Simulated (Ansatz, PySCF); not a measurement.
Barrier height from CH4O (SMILES CO) + F− to the transition structure CH4FO, without zero-point energy, on the benchmark's geometries as Psi4's copy of the set gives them.
Transition structure (charge -1, multiplicity 1, Z-matrix in Å and degrees):
```
C
H 1 1.0701
H 1 1.0702 2 120.50
H 1 1.0702 2 119.41 3 170.28
F 1 1.7599 2 92.49 4 95.38
O 1 1.9858 2 88.45 4 -82.97
H 6 0.9604 1 104.34 2 -60.90
```
Reactant (charge 0, multiplicity 1):
```json
[
 {"atom": "C", "x (Å)": "-0.0464", "y (Å)": "0.6631", "z (Å)": "0.0000"},
 {"atom": "O", "x (Å)": "-0.0464", "y (Å)": "-0.7551", "z (Å)": "0.0000"},
 {"atom": "H", "x (Å)": "-1.0870", "y (Å)": "0.9759", "z (Å)": "0.0000"},
 {"atom": "H", "x (Å)": "0.8606", "y (Å)": "-1.0570", "z (Å)": "0.0000"},
 {"atom": "H", "x (Å)": "0.4381", "y (Å)": "1.0716", "z (Å)": "0.8895"},
 {"atom": "H", "x (Å)": "0.4381", "y (Å)": "1.0716", "z (Å)": "-0.8895"}
]
```

Open shells are unrestricted; no spin–orbit coupling.

Rows in 6-31G* carry no dispersion term and start afresh at each structure (6-31G* with six Cartesian d functions).

The values were computed with Ansatz (a program for electronic structure); PySCF for 6-31G* rows. Each number belongs to the level named beside it.

Task: Estimate the barrier height that BHLYP/def2-TZVPPD returns for this input.

Result: 88 kJ/mol

Task: What barrier height does r2SCAN/def2-TZVPPD give?

Result: 51 kJ/mol

Task: Estimate the barrier height that B3LYP/6-31G* returns for this input.

Result: -32 kJ/mol
